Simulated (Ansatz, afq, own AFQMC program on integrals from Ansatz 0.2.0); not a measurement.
## Where AFQMC and coupled cluster stand for CO, singlet

```xyz
2

O     0.0000    0.0000    0.0000
C     0.0000    0.0000    1.1234
```

Basis 6-31G. Noble-gas cores (and the filled d shells of Ga–Kr and In–Xe) are frozen. Integrals, coupled cluster, full CI and functionals: Ansatz 0.2.0; the random walks run on the same integrals in our own AFQMC program. ph-AFQMC/CISD is guided by a CISD state made of CCSD amplitudes; releasing the constraint for a short imaginary time cuts its bias at the price of noise, slowly where states lie close. Free projection: walkers drawn from exp(T), propagated without any constraint. Its projection time is finite, and what remains of the start isn't in its error. Error bars are statistical, one sigma.

Determinant: RHF, the one that the program's search chose, which needn't be the lowest solution. The geometry is a point of a scan.

Full CI on the same integrals is exact in this basis and with this determinant's frozen core.

Cautions: higher spins were not checked; raised T1 diagnostic (T1 0.021, weight of the determinant 0.91, largest double 0.08); the released energies are still falling, so no released level is given (meV from the phaseless value at times in 1/Eh: -1 ± 3 at 0.24, 3 ± 3 at 0.51, 0 ± 3 at 0.99, -1 ± 3 at 1.62, -6 ± 3 at 2.40), though the last usable value meets full CI within the noise.

- T1 diagnostic: 0.0208
- weight of the determinant in the CISD state: 0.914
- size of the correlated space: 10 electrons in 16 orbitals

Reference: full CI, correlation energy -5.865 eV.

```tsv
level	E − E(reference) (kcal/mol)	share of correlation (%)
HF	135.25	0.00
MP2	4.08	96.98
CCSD	5.87	95.66
CCSD(T)	0.76	99.44
CCSDT	0.48	99.65
CCSDT(Q)	-0.02	100.01
CCSDTQ	0.04	99.97
ph-AFQMC/CISD	0.13 ± 0.10	99.90
free AFQMC	0.06 ± 0.09	99.95
```

CCSDT and higher add their correlation energy to the determinant of the CCSD(T) run, since their own runs factorise the integrals more tightly (a shift of under 2 meV). Free projections are given only where their last times agree within the noise and don't stop above the reference; a slow remainder of the start can still hide under it. A walk keeps the symmetry of its determinant, which the program's search chose and which needn't be the lowest solution, so a lower state of the same spin and another symmetry isn't excluded.
